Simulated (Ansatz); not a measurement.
Energy needed to pull apart CH6AlB (SMILES C[BH][AlH2]), singlet, into free ground-state atoms, from the structure below (at a frame of a short PBE0-D4/def2-SVP trajectory); no zero-point or spin–orbit terms; open-shell atoms are treated unrestricted, in their ground-state multiplicity.

```xyz
9
angstrom
C -0.7748 0.8006 -0.8173
B 0.7095 0.4307 -0.3850
Al 0.7252 -1.0770 1.1875
H -0.7720 -0.0259 -1.6159
H -0.9542 1.7570 -1.3761
H -1.6048 0.5250 -0.1126
H 1.5401 0.8633 -1.0683
H -0.7160 -1.6552 1.5748
H 1.8888 -1.5717 2.0896
```

Ansatz 0.2.0; basis: def2-TZVPP; cores frozen in the correlated methods.

```tsv
method	atomization energy (eV)
PBE-D4	29.39
r2SCAN-D4	29.43
PBE0-D4	29.25
wB97M-V	29.40
HF	22.77
MP2	?
CCSD	?
CCSD(T)	28.65
```

(1) What does CCSD give? (Judge from chemistry; the value comes from the calculation.)

(2) What does MP2 give? (Judge from chemistry; the value comes from the calculation.)

T1 diagnostic: at most 0.011.

Results:

(1) By the calculation: 28.40 eV, which is about 0.25 eV less than CCSD(T)/def2-TZVPP.

(2) Computed: 28.66 eV, which is about 0.00 eV more than CCSD(T)/def2-TZVPP.

In triple zeta the MP2 and coupled-cluster atomization energies are still short of their basis limit by a few kcal/mol a bond, whereas those of the functionals are nearly converged, so these differences are not deviations from converged CCSD(T).

For scale, one of the runs: CCSD(T)/def2-TZVPP forces, 188 basis functions, launched by `ansatz run in.yaml --threads 2 --pin off --events-out ev --progress --plain --max-ram 3481MiB`. Time: 4.2 min of wall clock on 2 CPU threads of an Arm Neoverse V2; the host was shared. Peak host memory: 1.9 GiB.
